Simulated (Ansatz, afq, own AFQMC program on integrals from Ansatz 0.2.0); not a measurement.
Atomization energy of GeNH$_{3}$, triplet

```xyz
5

Ge    0.0000    0.0444    0.3304
N     0.0000   -0.1595   -1.5058
H     0.0000   -1.3184    1.0907
H     0.8260    0.1677   -1.9887
H    -0.8260    0.1677   -1.9887
```

Connectivity, by distances: GeH–NH2.

Atoms in their ground-state spins without spin–orbit coupling (mostly on UHF) minus the molecule (UHF), without zero-point energy. The geometry is a stationary point, not shown to be a minimum.

Basis cc-pVDZ. Only valence electrons are correlated. AFQMC by an in-house program on the Cholesky factors that Ansatz 0.2.0 writes for its CCSD(T) run. ph-AFQMC/CISD is guided by a CISD state made of CCSD amplitudes; releasing the constraint for a short imaginary time cuts its bias at the price of noise, slowly where states lie close. ± is one standard error of the sampling. No spin–orbit coupling. The errors of all members are added in quadrature.

No full CI on the walks' own integrals is used here; CCSDT(Q) serves as the reference and is uncertain by about the last step of the cluster series. Each member takes its own surest rung, up to full CI.

The best estimate is CCSD(T) at the basis-set limit (CBS: def2-TZVPP and def2-QZVPP, with their diffuse functions for anions and beside diffuse sets, CCSD(T) itself extrapolated) plus the step from CCSD(T) to CCSDT(Q) in cc-pVDZ. Rows without CBS are in cc-pVDZ, the functionals in def2-TZVP; B2PLYP and the wave-function rows carry a basis error of their own. Core correlation and relativity beyond core potentials are missing, and ± holds the sampling alone.

Cautions: inner d shell frozen; no relativity below Rb; no spin-orbit coupling; GeNH₃ (triplet): another spin lies lower, the released energies are still falling, so no released level is given (meV from the phaseless value at times in 1/Eh: -8 ± 3 at 0.24, -14 ± 4 at 0.51, -16 ± 3 at 0.99, -17 ± 4 at 1.62, -21 ± 4 at 2.40), though the last usable value meets CCSDT(Q) within the noise, its ph-AFQMC/CISD value lies 15 ± 4 meV above CCSDT(Q).

```tsv
level	atomization energy (kcal/mol)
r2SCAN	304.1
HF	184.5
wB97M-V	300.4
```

Question: From these cheaper values, estimate the atomization energy at the level of the best estimate.

Answer: 302.9 kcal/mol (best estimate, highest rung CCSDT(Q)).

| level | atomization energy (kcal/mol) | error against the best estimate (kcal/mol) |
| --- | --- | --- |
| MP2 | 265.9 | -37.1 |
| CCSD | 261.8 | -41.2 |
| CCSD(T) | 265.5 | -37.4 |
| CCSDT | 265.8 | -37.1 |
| CCSDT(Q) | 266.2 | -36.8 |
| ph-AFQMC/CISD | 265.9 ± 0.09 | -37.0 ± 0.09 |
| HF/CBS | 195.3 | -107.6 |
| MP2/CBS | 302.7 | -0.2 |
| CCSD(T)/CBS | 302.3 | -0.6 |
| PBE | 308.3 | 5.4 |
| PBE0 | 299.7 | -3.2 |
| B3LYP | 301.4 | -1.5 |
| B2PLYP | 295.9 | -7.0 |

Correlation beyond CCSD(T) adds 0.6 kcal/mol. Going to the basis-set limit adds 36.8 kcal/mol at CCSD(T). The perturbative (T) step is worth +3.8 kcal/mol.

Best estimates are given only where the step beyond CCSD(T) is under 0.3 eV and no member's determinant is very poor (T1 over 0.05, or 0.07 for open shells, ⟨S²⟩ too high by 0.3, two states mixed), so the hardest cases are missing from such tables.

The functionals ran in a triple-zeta set and keep a basis error of their own, a few kJ/mol for each bond in atomization energies and more for double hybrids, so close places among them and the extrapolated levels can swap.

CCSDT and higher add their correlation energy to the determinant of the CCSD(T) run, since their own runs factorise the integrals more tightly (a shift of under 2 meV). Each member of a difference takes its own highest rung, so a best estimate needn't equal the limit plus the step of one row. A walk keeps the symmetry of its determinant, which the program's search chose and which needn't be the lowest solution, so a lower state of the same spin and another symmetry isn't excluded.
